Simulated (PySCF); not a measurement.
# C₄H₇F: geometry, NMR shifts, spin-spin couplings, electronic excitations and core binding energies

What NMR shifts, spin-spin couplings, electronic excitations and core binding energies should C₄H₇F (`C/C=C/CF`) show?

Computed with PySCF 2.14.0, with density-fitted response routines of our own, on a single molecule in the gas phase. Atoms are numbered from 0 throughout.

## 1. The starting structure

12 atoms, charge 0, multiplicity 1; geometry from: MMFF94s. The atoms were then displaced at random by about 0.03 Å, so the start is not that level's minimum.

Bonds of the start (Å): C0–C1 1.59, C1–C2 1.37, C2–C3 1.35, C3–F4 1.36, C0–H5 1.09, C0–H6 1.02, C0–H7 1.14, C1–H8 1.09, C2–H9 1.12, C3–H10 1.16, C3–H11 1.15.

## 2. Geometry optimisation at PBE0-D3(BJ)/def2-SVP

The job: settings as JSON, then the geometry in Å.

```
{"job": {"xc": "PBE0", "basis": "def2-SVP", "d3": "d3bj", "grid": 1, "shake": 0.03, "kind": "geom"}, "charge": 0, "multiplicity": 1}
C      2.009460    -0.155710    -0.155180
C      0.500860     0.332240    -0.235970
C     -0.567640    -0.386770     0.219530
C     -1.844320     0.040740     0.179420
F     -2.108470     1.227760    -0.436920
H      2.350750    -0.126650    -1.185770
H      2.098170    -1.061550     0.312340
H      2.576900     0.670380     0.383580
H      0.314200     1.326700    -0.636620
H     -0.321940    -1.350310     0.740510
H     -2.552470    -0.704020    -0.354260
H     -2.340020     0.104440     1.220340
```

Run with:

```
> OMP_NUM_THREADS=1 python probes_run.py task.json out
```

This one command runs all jobs of the session in turn.

**Question.** This job is followed by: GIAO PBE0/pcSseg-1 NMR shielding, non-relativistic, gas phase; B3LYP/pcJ-1 indirect spin-spin coupling, non-relativistic, gas phase; TDDFT CAM-B3LYP/def2-SVPD, vertical, gas phase, core orbitals frozen in the response; GIAO PBE0/pcSseg-2 NMR shielding, non-relativistic, gas phase; delta-SCF UKS SCAN, pcX-2 on the ionised atom, pcseg-1 elsewhere, spin-free X2C. Predict these results of the whole session: point group; rotational constants (main isotopes); ¹³C shifts against TMS (PBE0/pcSseg-1); ¹H shifts against TMS (PBE0/pcSseg-1, means over atoms taken as alike); ¹⁹F shifts against CFCl3 (PBE0/pcSseg-1); largest coupling of the table (B3LYP/pcJ-1); lowest singlet (CAM-B3LYP/def2-SVPD); brightest single state of those computed; lowest triplet; vertical ionisation energy (ΔSCF); C1s binding energies, SCAN/pcX-2; F1s binding energies, SCAN/pcX-2; range of the shift of C2.

**Answer**, as computed:

```
                                                              quantity                                          value
                                                           point group                                             Cs
                                  rotational constants (main isotopes)                          14.87, 2.53, 2.22 GHz
                                ¹³C shifts against TMS (PBE0/pcSseg-1)                   133.8, 131.5, 83.5, 21.0 ppm
¹H shifts against TMS (PBE0/pcSseg-1, means over atoms taken as alike)                     6.05, 5.46, 4.94, 1.85 ppm
                              ¹⁹F shifts against CFCl3 (PBE0/pcSseg-1)                                     -253.4 ppm
                           largest coupling of the table (B3LYP/pcJ-1)                       ¹J(C,F) C3–F4, -240.0 Hz
                                  lowest singlet (CAM-B3LYP/def2-SVPD)                    6.95 eV (178 nm), f = 0.004
                              brightest single state of those computed                    state 2, 7.33 eV, f = 0.484
                                                        lowest triplet                                        4.35 eV
                                     vertical ionisation energy (ΔSCF)                                        9.46 eV
                                      C1s binding energies, SCAN/pcX-2  C3 293.18, C0 290.86, C1 290.37, C2 290.36 eV
                                      F1s binding energies, SCAN/pcX-2                                   F4 692.49 eV
                                              range of the shift of C2                             133.8 to 138.0 ppm
```

**Reading.** The start was shaken at random, so part of the energy gained undoes that. The optimisation took 7 steps and gained 0.891 eV; among the close pairs (by a distance rule), C2–C3 changed most, from 1.347 to 1.491 Å. At PBE0/pcSseg-1: The largest span, 236 ppm, is at C1, where the paramagnetic term is -203 ppm. Of the pairs tabulated at B3LYP/pcJ-1, C3–F4 couples most strongly (-240.0 Hz; Fermi contact -284.0 Hz). Couplings across rotatable bonds belong to this one conformer; where others are populated, the observed values are averages. The lowest singlet, at 6.95 eV, is HOMO→LUMO 0.93 and is weak; of the 10 states computed, the strongest absorption comes from state 2 at 7.33 eV. The lowest triplet lies 2.60 eV below the lowest singlet (triplets in Tamm-Dancoff, singlets in full TDDFT). At CAM-B3LYP/def2-SVPD, the highest states lie near or above the ionisation energy, where they hang on the basis. ΔSCF puts the ionisation energy at 9.46 eV, 0.93 eV above −ε(HOMO). C3 (allylic sp3 CH2 bonded to F) binds its C1s electron 2.82 eV more tightly than C2 (alkene CH). Across the 2 runs the shift of C2 moves most, between 133.8 (PBE0/pcSseg-1) and 138.0 ppm (PBE0/pcSseg-2).
